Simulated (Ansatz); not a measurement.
# PH4+ (singlet): the correlation ladder at a displaced geometry (v2), cc-pVTZ

Aim: climb from Hartree-Fock through coupled cluster and multireference methods for PH4+ (singlet) at one geometry and basis, and see what each rung misses.

Method: cc-pVTZ, core rule «outside noble gas», up to 5 orbitals frozen; program: Ansatz 0.2.0, Gaussian basis.

Plan: UHF; CCSD(T) on RHF; BCCD(T) on RHF; CCSDT(Q) on RHF; CASSCF and NEVPT2, 8 electrons in 8 orbitals.

10 further runs of the same task are left out: 4 that didn't finish, 6 set aside as unsound or not needed.

## 1. The system

The geometry is a PBE0/def2-TZVP stationary point (not a proven minimum) with its atoms shifted at random (size 0.100 Å).

5 atoms, charge 1, spin multiplicity 1.

Atoms are counted from 1 here; the program's logs count them from 0.

Bond lengths: P1–H2 1.325 Å, P1–H3 1.469 Å, P1–H4 1.347 Å, P1–H5 1.451 Å. Angles: H2–P1–H3 107.7°, H2–P1–H4 108.8°, H2–P1–H5 122.1°, H3–P1–H4 105.1°, H3–P1–H5 106.2°, H4–P1–H5 105.8°.

## 2. UHF

Contents of in.yaml:

```yaml
crystal:
  periodic: [false, false, false]
  atoms:
    - {symbol: P, position_ang: [0.010552, 0.005570, 0.001285]}
    - {symbol: H, position_ang: [0.652851, 0.824227, 0.821380]}
    - {symbol: H, position_ang: [-0.888681, -0.824658, 0.813494]}
    - {symbol: H, position_ang: [-0.800916, 0.733269, -0.789692]}
    - {symbol: H, position_ang: [0.712477, -0.904006, -0.884664]}
basis:
  gaussian: {orbitals: cc-pVTZ}
total_charge: 1
magnetization: {spin_polarized: true, initial_magnetization: 0}
hamiltonian: {xc: hf}
output: {orbitals: {seedname: orbitals}}
```

Launch:

```bash
> ansatz run in.yaml --threads 1 --pin off --events-out ev --progress --plain --max-ram 2393MiB
```

Further steps of the session: CCSD(T) on RHF; BCCD(T) on RHF; CCSDT(Q) on RHF; CASSCF and NEVPT2, 8 electrons in 8 orbitals.

Before running them: what should the planned runs give, taken together? Wanted: RCCSDT(Q) below the RHF energy; RMP2 from RCCSDT(Q); RCCSD from RCCSDT(Q); RCCSD(T) from RCCSDT(Q); NEVPT2 valence from RCCSDT(Q); T1 diagnostic; effectively unpaired electrons.

As calculated:

| quantity | value |
| --- | --- |
| RCCSDT(Q) below the RHF energy | -5.3371 eV |
| RMP2 from RCCSDT(Q) | +22.29 kcal/mol |
| RCCSD from RCCSDT(Q) | +3.73 kcal/mol |
| RCCSD(T) from RCCSDT(Q) | +0.57 kcal/mol |
| NEVPT2 valence from RCCSDT(Q) | +24.23 kcal/mol |
| levels within 1 kcal/mol (43 meV) | RCCSD(T), BCCD(T), RCCSDT |
| T1 diagnostic | 0.011 |
| effectively unpaired electrons | 0.01 |

What this shows: RCCSD(T) misses by +0.57 kcal/mol, 0.5 % of the correlation energy. One determinant dominates. These misses are within one basis, not against nature.
